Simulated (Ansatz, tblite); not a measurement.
How GFN2-xTB and FCI compare on the energy range of the profile of scans of the kind 'symmetric bend, bond length relaxed'.

Values in kJ/mol, from Ansatz (a program for electronic structure) and tblite. Where two bases are given, the first is that of GFN2-xTB. Full CI is exact in its basis, with frozen cores. Scans on which GFN2-xTB failed or broke off at a jump of its own curve are missing, so the means are lower bounds.

```json
[
 {"system": "H3 cation singlet", "basis": "— / cc-pVTZ", "GFN2-xTB": "24.6", "FCI": "169.5", "GFN2-xTB − FCI": "-144.9"},
 {"system": "H2O cation doublet", "basis": "— / cc-pVDZ", "GFN2-xTB": "143.1", "FCI": "160.5", "GFN2-xTB − FCI": "-17.4"},
 {"system": "H2B cation singlet", "basis": "— / aug-cc-pVDZ", "GFN2-xTB": "218.2", "FCI": "430.5", "GFN2-xTB − FCI": "-212.3"},
 {"system": "H2O singlet", "basis": "— / cc-pVDZ", "GFN2-xTB": "153.0", "FCI": "153.0", "GFN2-xTB − FCI": "-0.1"},
 {"system": "H2Mg singlet", "basis": "— / cc-pVDZ", "GFN2-xTB": "291.9", "FCI": "296.0", "GFN2-xTB − FCI": "-4.1"},
 {"system": "H2Be singlet", "basis": "— / cc-pVTZ", "GFN2-xTB": "317.9", "FCI": "370.4", "GFN2-xTB − FCI": "-52.5"},
 {"system": "H2F cation singlet", "basis": "— / cc-pVDZ", "GFN2-xTB": "185.9", "FCI": "179.8", "GFN2-xTB − FCI": "6.1"},
 {"system": "H3 cation singlet", "basis": "— / cc-pVQZ", "GFN2-xTB": "24.6", "FCI": "170.6", "GFN2-xTB − FCI": "-145.9"},
 {"system": "H2F cation singlet", "basis": "— / def2-SVP", "GFN2-xTB": "185.9", "FCI": "184.2", "GFN2-xTB − FCI": "1.7"},
 {"system": "H2Si singlet", "basis": "— / def2-TZVP", "GFN2-xTB": "203.8", "FCI": "265.9", "GFN2-xTB − FCI": "-62.1"}
]
```

**Question.** What do these rows say about the size and sign of the difference from FCI?

**Answer.** The mean difference from FCI is -63.2 kJ/mol (median -35.0) and the mean absolute one 64.7 kJ/mol (median 35.0); GFN2-xTB lies above in 2 and below in 8 of 10 cases. It is closest for H2O singlet (-0.1), H2F cation singlet (1.7), H2Mg singlet (-4.1) and furthest off for H2B cation singlet (-212.3), H3 cation singlet (-145.9), H3 cation singlet (-144.9).
